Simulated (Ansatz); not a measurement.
**C₄H₈S₂: one species, many methods**

An exercise on one series of results from a longer session: the logs are not shown, and one member is left open.

Program: Ansatz 0.2.0, Gaussian basis. Level of theory: functionals in def2-TZVPP, the program's frozen cores in correlated methods. These are calculated values, not measurements.

The runs, in order: LDA (SPW92), PBE-D4, revPBE-D4, BLYP-D4, r2SCAN-D4, B97M-V, PBE0-D4, B3LYP-D4, r2SCANh-D4, r2SCAN0-D4, HSE06-D4, BHLYP-D4, CAM-B3LYP-D4, LC-ωPBE, ωB97X-V, ωB97M-V, B2PLYP, PBE-QIDH; CCSD(T)/def2-SVP; CCSD(T)/def2-TZVPP; MP2/def2-QZVPP; extrapolation to the limit; RPA on PBE.

## Structure used throughout

An earlier PBE0-D4 in a triple-zeta def2 set relaxation fixed the geometry.

SMILES `C1CSCSC1`, 14 atoms, charge 0, spin multiplicity 1.

Atoms are counted from 1 here; the program's logs count them from 0.

Bond lengths: C1–C2 1.526 Å, C1–C6 1.526 Å, C1–H7 1.095 Å, C1–H8 1.095 Å, C2–S3 1.804 Å, C2–H9 1.091 Å, C2–H10 1.091 Å, S3–C4 1.813 Å, C4–S5 1.813 Å, C4–H11 1.092 Å, C4–H12 1.092 Å, S5–C6 1.804 Å, C6–H13 1.091 Å, C6–H14 1.091 Å. Angles: C2–C1–C6 113.1°, C2–C1–H7 108.4°, C2–C1–H8 109.7°, C6–C1–H7 109.7°, C6–C1–H8 108.4°, H7–C1–H8 107.3°, C1–C2–S3 112.3°, C1–C2–H9 111.3°, C1–C2–H10 111.2°, S3–C2–H9 106.0°, S3–C2–H10 108.3°, H9–C2–H10 107.5°, C2–S3–C4 99.3°, S3–C4–S5 115.0°, S3–C4–H11 106.0°, S3–C4–H12 110.6°, S5–C4–H11 110.6°, S5–C4–H12 106.0° and more.

Set-up of the first run:

in.yaml reads:

```yaml
crystal:
  periodic: [false, false, false]
  atoms:
    - {symbol: C, position_ang: [0.200687, 1.300405, 0.332342]}
    - {symbol: C, position_ang: [-0.573809, 0.859598, -0.905953]}
    - {symbol: S, position_ang: [0.162273, -0.585916, -1.695795]}
    - {symbol: C, position_ang: [-0.284101, -1.846998, -0.472449]}
    - {symbol: S, position_ang: [-0.445972, -1.239972, 1.227711]}
    - {symbol: C, position_ang: [0.725316, 0.130654, 1.159513]}
    - {symbol: H, position_ang: [-0.457295, 1.922673, 0.947562]}
    - {symbol: H, position_ang: [1.051602, 1.921616, 0.034545]}
    - {symbol: H, position_ang: [-0.586177, 1.643646, -1.664713]}
    - {symbol: H, position_ang: [-1.610726, 0.625766, -0.660175]}
    - {symbol: H, position_ang: [0.490859, -2.613169, -0.534164]}
    - {symbol: H, position_ang: [-1.244795, -2.300916, -0.722259]}
    - {symbol: H, position_ang: [0.903485, 0.426457, 2.194566]}
    - {symbol: H, position_ang: [1.668651, -0.243823, 0.759268]}
basis:
  gaussian: {orbitals: def2-TZVPP}
hamiltonian: {xc: lda}
output: {orbitals: {seedname: orbitals}}
```

Launch:

```bash
ansatz run in.yaml --threads 2 --pin off --events-out ev --progress --plain --max-ram 22528MiB --backend cuda --devices 0, --max-vram 18GiB
```

Among the steps run: LDA; PBE-D4 (GGA); revPBE-D4 (GGA); BLYP-D4 (GGA); r2SCAN-D4 (meta-GGA); B97M-V (meta-GGA); B3LYP-D4 (hybrid); r2SCANh-D4 (hybrid); r2SCAN0-D4 (hybrid); HSE06-D4 (hybrid); BHLYP-D4 (hybrid); CAM-B3LYP-D4 (range-separated); LC-ωPBE (range-separated); ωB97X-V (range-separated); ωB97M-V (range-separated); B2PLYP (double hybrid); PBE-QIDH (double hybrid).

One table of the session follows, with a row left open; its other results are not shown here.

It belongs to the step «Orbital energies across the functionals». 

```
  functional  HOMO (eV)  gap (eV)
 LDA (SPW92)      -5.08      4.13
      PBE-D4      -4.98      4.22
   revPBE-D4      -4.93      4.27
     BLYP-D4      -4.84      4.21
   r2SCAN-D4      -5.20      4.69
      B97M-V      -5.31      4.80
     PBE0-D4          ?         ?
    B3LYP-D4      -5.96      5.94
  r2SCANh-D4      -5.64      5.49
  r2SCAN0-D4      -6.32      6.69
    HSE06-D4      -5.78      5.62
    BHLYP-D4      -7.26      8.50
CAM-B3LYP-D4      -7.51      8.82
     LC-ωPBE      -8.87     11.43
     ωB97X-V      -8.53     10.91
     ωB97M-V      -8.37     10.54
```

Estimate the missing values for PBE0-D4.

The run gave: HOMO (eV): -6.18; gap (eV): 6.41. In the column «HOMO (eV)» it lies between r2SCAN0-D4 (-6.32) and B3LYP-D4 (-5.96).
